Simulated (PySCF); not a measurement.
Carbon tetrachloride, CCl₄, SMILES C(Cl)(Cl)(Cl)Cl, CAM-B3LYP/def2-SVP optimised geometry.

```
5

Cl    -1.18    -1.67     1.45
C     -0.59    -0.84     0.00
Cl    -1.18    -1.67    -1.45
Cl    -1.18     0.84     0.00
Cl     1.18    -0.84     0.00
```

Density from CAM-B3LYP/def2-TZVP in PySCF 2.14.0 at that geometry.

Minimum of the electron density along straight lines between bonded atoms, close to the bond critical point (lines longer than 1.1 times the sum of covalent radii, or with two minima, are not listed):

| bond | length / Å | ρ at the minimum / e bohr⁻³ | ∇²ρ there / e bohr⁻⁵ | position (fraction from the first atom) |
|---|---|---|---|---|
| Cl1–C2 | 1.773 | 0.199 | -0.28 | 0.56 |
| C2–Cl3 | 1.773 | 0.199 | -0.28 | 0.45 |
| C2–Cl4 | 1.773 | 0.199 | -0.28 | 0.45 |
| C2–Cl5 | 1.773 | 0.199 | -0.28 | 0.45 |
